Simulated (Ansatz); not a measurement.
# H3NOSi (SMILES N[SiH]=O): one structure at several levels

An exercise on one series of results from a longer session: the logs are not shown, and one member is left open.

Method: single points in def2-TZVPP; program: Ansatz 0.2.0, Gaussian basis.

Correlated methods freeze the cores.

**Starting geometry**

6 atoms, charge 0, spin multiplicity 1.

Atoms are counted from 1 here; the program's logs count them from 0.

Bond lengths: N1–Si2 1.715 Å, N1–H4 1.002 Å, N1–H5 1.010 Å, Si2–O3 1.505 Å, Si2–H6 1.443 Å. Angles: Si2–N1–H4 122.4°, Si2–N1–H5 125.0°, H4–N1–H5 112.6°, N1–Si2–O3 125.4°, N1–Si2–H6 104.9°, O3–Si2–H6 129.6°.

Coordinates:

```xyz
6
H3NOSi
N    -0.5412    0.3774   -0.5858
Si    0.4957   -0.3968    0.5397
O     0.4776   -1.8635    0.8750
H    -1.2195   -0.1248   -1.1252
H    -0.5219    1.3625   -0.8079
H     1.3025    0.6638    1.0931
```

The first run:

The input, run/in.yaml:

```yaml
crystal:
  periodic: [false, false, false]
  atoms:
    - {symbol: N, position_ang: [-0.541200, 0.377400, -0.585800]}
    - {symbol: Si, position_ang: [0.495700, -0.396800, 0.539700]}
    - {symbol: O, position_ang: [0.477600, -1.863500, 0.875000]}
    - {symbol: H, position_ang: [-1.219500, -0.124800, -1.125200]}
    - {symbol: H, position_ang: [-0.521900, 1.362500, -0.807900]}
    - {symbol: H, position_ang: [1.302500, 0.663800, 1.093100]}
basis:
  gaussian: {orbitals: def2-TZVPP}
correlation: {method: ccsd_t}
output: {forces: true}
```

The command line of these runs was not kept.

Steps of the session up to this table: CCSD(T)/def2-TZVPP; PBE0-D4/def2-TZVPP; wB97M-V/def2-TZVPP; r2SCAN-D4/def2-TZVPP; PBE-D4/def2-TZVPP; CAM-B3LYP-D4/def2-TZVPP; SPW92/def2-TZVPP.

One of the session's tables, all rows but one given; the rest of the session is left out.

| method | RMS force component (eV/Å) | angle to CCSD(T) forces (°) | dipole (D) |
| --- | --- | --- | --- |
| CCSD(T) | 0.608 | reference | 4.67 |
| PBE0-D4 | 0.569 | 15.8 | 4.77 |
| wB97M-V | 0.541 | 12.8 | 4.79 |
| r2SCAN-D4 | 0.597 | 7.2 | 4.70 |
| PBE-D4 | ? | ? | ? |
| CAM-B3LYP-D4 | 0.546 | 22.3 | 4.85 |
| SPW92 | 0.725 | 20.3 | 4.67 |

**Question.** Estimate the row for PBE-D4.

**Answer.** RMS force component (eV/Å): 0.720; angle to CCSD(T) forces (°): 14.5; dipole (D): 4.57. In the column «RMS force component (eV/Å)» it lies between CCSD(T) (0.608) and SPW92 (0.725).
